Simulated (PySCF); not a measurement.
Species: C3H6O (triplet state).
Atom-mapped SMILES: `[CH3:1][C:2][O:3][CH3:4]` (hydrogens: H5, H6, H7 on C1; H8, H9, H10 on C4)

Structure used (GFN2-xTB), in Å, numbered top down from 1:
```xyz
10
C3H6O angstrom
C      1.6339   -0.0777    0.2298
C      0.3661   -0.8248    0.2372
O     -0.8608   -0.3549    0.4537
C     -1.6131    0.1334   -0.6632
H      2.4708   -0.7698    0.2953
H      1.7504    0.5036   -0.6962
H      1.6892    0.6206    1.0742
H     -1.6226   -0.5999   -1.4735
H     -1.1794    1.0685   -1.0283
H     -2.6257    0.3057   -0.3044
```

The hyperfine couplings belong to this conformer and change with its torsions.

Computed with UKS B3LYP, pcH-1 on C H O, non-relativistic, mean-field spin-orbit, GIAO (PySCF 2.14.0). Isolated species at its GFN2-xTB geometry (one conformer only). This triplet need not be the ground state; the singlet was not compared here. The geometry wasn't refined by DFT: couplings that depend on bond lengths, twists or pyramidal angles can differ widely from those at the functional's own minimum. Stability of the SCF solution: not tested.

Question: Match the computed a_iso(13C) values +306.0, +48.6, +40.2 MHz with the sites C1; C2; C4.

Answer: 
```tsv
site	a_iso (MHz)	ρ(0) (bohr⁻³)	position	distance from C2 (Å)	spin population	largest |T| (MHz)
C1	+40.2	+0.0715	1 bond from C2	1.47	-0.05	11.6
C2	+306.0	+0.5445	largest spin population	0.00	+1.70	72.6
C4	+48.6	+0.0864	2 bonds from C2	2.38	+0.04	7.6
```

Question: Match the computed a_iso(1H) values +50.0, +2.1 MHz (means over equivalent nuclei) with the sites H5/H6/H7; H8/H9/H10.

Answer: 
| site | a_iso (MHz) | ρ(0) (bohr⁻³) | position | distance from C2 (Å) | bound to | spin population there | largest \|T\| (MHz) |
| --- | --- | --- | --- | --- | --- | --- | --- |
| H5/H6/H7 | +50.0 | +0.0224 | 2 bonds from C2 | 2.12 | C1 | -0.05 | 10.3 |
| H8/H9/H10 | +2.1 | +0.0010 | 3 bonds from C2 | 2.88 | C4 | +0.04 | 6.8 |

ρ(0) is the spin density at the nucleus and T the dipolar tensor; entries for several nuclei are means. The Mulliken spin populations are largest on C2 (+1.70), O3 (+0.13), H6 (+0.07) and H7 (+0.07). C2 is the only atom above +0.15.

Nuclei that the bonding pattern makes equivalent are averaged, as if the motion that swaps them (rotation, inversion, ring flip) were fast. The three 1H nuclei of mean +50.0 MHz run from 16.0 to 74.7 MHz in the frozen geometry. The three 1H nuclei of mean +2.1 MHz run from -1.3 to 5.6 MHz in the frozen geometry.
